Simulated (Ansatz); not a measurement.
Results of B3LYP (VWN-RPA form) (PAW; Ansatz, an electronic-structure program) for rock-salt MgS.

Run with plane-wave cutoff 460 eV, 8×8×8 k mesh, Fermi–Dirac smearing 0.01 eV, scalar-relativistic PAW data made under PBE.

The cell is scaled about its equilibrium volume:

```
V (Å³/atom)  P (GPa)  direct gap at Γ (eV)  smallest gap on the k mesh (eV)
-----------  -------  --------------------  -------------------------------
17.108          4.38                 5.565                            4.299
17.480          2.48                 5.375                            4.243
18.008          0.10                 5.119                            4.165
18.458         -1.66                 4.914                            4.098
18.908         -3.22                 4.719                            4.033
```

The fundamental gap (4.16 eV at the equilibrium volume, on the SCF mesh) lies elsewhere than Γ–Γ.
